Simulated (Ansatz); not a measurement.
Results of Hartree–Fock in Ansatz (PAW) for bcc Na.

Settings: plane-wave cutoff 460 eV, 10×10×10 k mesh, Fermi–Dirac smearing 0.05 eV, scalar-relativistic PAW data made under PBE.

Pressure at four volumes; x = ln(V/45.844 Å³). One pressure is withheld.

```
V (Å³/atom)        x  P (GPa)
-----------  -------  -------
42.516       -0.0754        ?
43.552       -0.0513    0.290
45.844        0.0000    0.003
48.136        0.0488   -0.225
```

Q: Pass a parabola P(x) through the three rows shown, estimate the bulk modulus and its pressure derivative near zero pressure, and predict the withheld pressure.

A: Slopes between the rows: (0.003 − (0.290))/(0.0000 − (-0.0513)) = -5.59 and (-0.225 − (0.003))/(0.0488 − (0.0000)) = -4.67 GPa. Their difference over the span 0.1001 is c = 0.92/0.1001 = 9.2 GPa, so P(x) = 0.290 + (-5.59)(x − (-0.0513)) + 9.2 (x − (-0.0513))(x − (0.0000)). At the middle row B = −dP/dx = −[-5.59 + 9.2 × 0.0513] = 5.1 GPa, and B′ = dB/dP = 2c/B = 3.6. At x = -0.0754 the parabola gives 0.441 GPa; the run gives 0.444 GPa. The Birch–Murnaghan fit to the energies at all volumes has B0 = 5.09 GPa and B′ = 3.7.

Measured, for comparison: bulk modulus 7.9 GPa (0 K value with the zero-point phonon effect removed, our sources range from 7.63 to 7.91; as tabulated in Mejia-Rodriguez and Trickey (2018), arXiv:1807.09216). Computed (rounded) less measured: bulk modulus -36 % (-33 % to -36 % over the range).

Note: the cell is over a tenth larger than the published one: the level's own overestimate first of all, though another phase or state, or a fault of the published cell, is possible.

Ansatz is a quantum-chemistry and plane-wave program.
